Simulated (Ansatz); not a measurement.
**H3MgNO: up Jacob's ladder to CCSD(T)**

How much do the methods differ for H3MgNO? The plan is to run it at one geometry with functionals of several rungs and with coupled cluster, and see how far each lands from CCSD(T) at the basis-set limit for the atomisation energy.

Program: Ansatz 0.2.0, Gaussian basis. Level of theory: functionals in def2-TZVPP, the program's frozen cores in correlated methods. These are calculated values, not measurements.

Levels to be run: LDA (SPW92), PBE-D4, revPBE-D4, BLYP-D4, r2SCAN-D4, B97M-V, PBE0-D4, B3LYP-D4, r2SCANh-D4, r2SCAN0-D4, HSE06-D4, BHLYP-D4, CAM-B3LYP-D4, LC-ωPBE, ωB97X-V, ωB97M-V, B2PLYP, PBE-QIDH; CCSD(T)/def2-SVP; CCSD(T)/def2-TZVPP; MP2/def2-QZVPP; extrapolation to the limit; RPA on PBE.

### 1 Structure used throughout

An earlier PBE0-D4 in a triple-zeta def2 set relaxation fixed the geometry.

SMILES `[NH2][Mg][OH]`, 6 atoms, charge 0, spin multiplicity 1.

Atoms are counted from 1 here; the program's logs count them from 0.

Bond lengths: N1–Mg2 1.882 Å, N1–H4 1.009 Å, N1–H5 1.009 Å, Mg2–O3 1.770 Å, O3–H6 0.948 Å. Angles: Mg2–N1–H4 126.4°, Mg2–N1–H5 126.4°, H4–N1–H5 107.2°, N1–Mg2–O3 177.6°, Mg2–O3–H6 156.3°.

### 2 LDA

This LDA is Slater exchange with PW92 correlation.

Input file in.yaml:

```yaml
crystal:
  periodic: [false, false, false]
  atoms:
    - {symbol: N, position_ang: [-1.071876, 0.333751, -0.957910]}
    - {symbol: Mg, position_ang: [0.299991, -0.141792, 0.238888]}
    - {symbol: O, position_ang: [1.586397, -0.657900, 1.340009]}
    - {symbol: H, position_ang: [-0.953787, 0.649035, -1.908668]}
    - {symbol: H, position_ang: [-2.063010, 0.307802, -0.772755]}
    - {symbol: H, position_ang: [2.244385, -0.554995, 2.014135]}
basis:
  gaussian: {orbitals: def2-TZVPP}
hamiltonian: {xc: lda}
output: {orbitals: {seedname: orbitals}}
```

After this run come: PBE-D4 (GGA); revPBE-D4 (GGA); BLYP-D4 (GGA); r2SCAN-D4 (meta-GGA); B97M-V (meta-GGA); PBE0-D4 (hybrid); B3LYP-D4 (hybrid); r2SCANh-D4 (hybrid); r2SCAN0-D4 (hybrid); HSE06-D4 (hybrid); BHLYP-D4 (hybrid); CAM-B3LYP-D4 (range-separated); LC-ωPBE-D4 (range-separated); ωB97X-V (range-separated); ωB97M-V (range-separated); B2PLYP (double hybrid); PBE-QIDH (double hybrid); CCSD(T) in def2-SVP; CCSD(T) in def2-TZVPP; MP2 in def2-QZVPP; RPA on PBE orbitals.

Before running them: what should the planned runs give, taken together? Wanted: atomisation energy, CCSD(T)/CBS; farthest beyond LDA; mean size of error, GGA; mean size of error, meta-GGA; mean size of error, hybrid; mean size of error, range-separated; mean size of error, double hybrid; gap, smallest and largest; T1 diagnostic.

The runs gave:

| quantity | value |
| --- | --- |
| atomisation energy, CCSD(T)/CBS | 1901.4 kJ/mol |
| functionals within 9.5 kJ/mol (0.5 %) | PBE-D4 |
| farthest beyond LDA | BHLYP-D4 (-117.2 kJ/mol) |
| mean size of error, GGA | 22.8 kJ/mol |
| mean size of error, meta-GGA | 35.0 kJ/mol |
| mean size of error, hybrid | 64.1 kJ/mol |
| mean size of error, range-separated | 21.6 kJ/mol |
| mean size of error, double hybrid | 56.7 kJ/mol |
| gap, smallest and largest | 3.21 eV (BLYP-D4), 10.13 eV (LC-ωPBE) |
| T1 diagnostic | 0.0100 |
| triples share of the correlation energy | 2.7 % |

**Reading.** The LDA atomisation energy is off by 252.4 kJ/mol (13 %): it overbinds. PBE-D4 misses by +3.2 kJ/mol. Double hybrids carry the basis error of their MP2 part in triple zeta, and no dispersion term here, so their miss is partly the set-up's. By mean error the best rung here is range-separated (21.6 kJ/mol) and the worst beyond LDA is hybrid (64.1 kJ/mol). The gap between the best rungs is small, so their order is not settled. The mean of the hybrids holds BHLYP, with half exact exchange. Misses under about 9.5 kJ/mol are within the doubt on the reference itself, which lacks core-valence correlation, relativity and higher excitations. Hartree-Fock recovers 64 % of the binding; the rest is correlation. CCSD(T) in def2-SVP is off by -191.1 kJ/mol, worse than the median functional, from the basis alone. The gap grows from 3.2 to 10.1 eV across the functionals, mostly with the share of exact exchange. Correlated methods include outer-core shells of Mg, which these sets cover unevenly.
